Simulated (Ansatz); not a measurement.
Molecule (SMILES): [C]#N (C-N), doublet.
Atoms: C1, N2. Bonds: C1-N2.

Basis-set convergence of the optimised C1-N2 bond length at HF with Ansatz (a quantum-chemistry and plane-wave program). All functions are spherical. The program fits the integrals of some runs and decomposes those of others, by size. The T1 diagnostic of CCSD is high for at least one species. An unrestricted Hartree-Fock determinant is markedly spin-contaminated. Open shells are unrestricted. No added dispersion term, no relativity. Reference: the value in pcseg-4, 1.1476 Å, itself unsure by roughly 0.0003 Å (its mean distance from aug-pcseg-3, aug-cc-pVQZ, cc-pV5Z). Deviations are taken from unrounded values.

```json
[
 {"basis": "6-311+G**", "functions": "44", "optimised C1-N2 bond length (Å)": "1.1544", "minus reference (Å)": "0.0067"},
 {"basis": "aug-cc-pVDZ", "functions": "46", "optimised C1-N2 bond length (Å)": "1.1618", "minus reference (Å)": "0.0142"},
 {"basis": "6-311++G(2d,2p)", "functions": "54", "optimised C1-N2 bond length (Å)": "1.1499", "minus reference (Å)": "0.0022"},
 {"basis": "def2-TZVPP", "functions": "62", "optimised C1-N2 bond length (Å)": "1.1491", "minus reference (Å)": "0.0014"},
 {"basis": "cc-pCVTZ", "functions": "86", "optimised C1-N2 bond length (Å)": "1.1487", "minus reference (Å)": "0.0011"},
 {"basis": "aug-cc-pVTZ", "functions": "92", "optimised C1-N2 bond length (Å)": "1.1496", "minus reference (Å)": "0.0020"},
 {"basis": "def2-QZVPPD", "functions": "126", "optimised C1-N2 bond length (Å)": "1.1480", "minus reference (Å)": "0.0004"},
 {"basis": "aug-cc-pVQZ", "functions": "160", "optimised C1-N2 bond length (Å)": "1.1481", "minus reference (Å)": "0.0004"},
 {"basis": "pcseg-4", "functions": "202", "optimised C1-N2 bond length (Å)": "1.1476", "minus reference (Å)": "0.0000"}
]
```

The smallest set listed that lies within 0.003 Å of the reference with all its larger relatives (same family, alike in diffuse functions; a set with none counts only in the reference's own line) is 6-311++G(2d,2p) (54 functions, 0.0022 Å off). Inside, with no larger relative to test it: cc-pCVTZ, def2-QZVPPD. (Relatives not listed, tested too: 6-311++G(3df,3pd) 0.0012, def2-QZVP 0.0003, def2-QZVPP 0.0003 Å.)
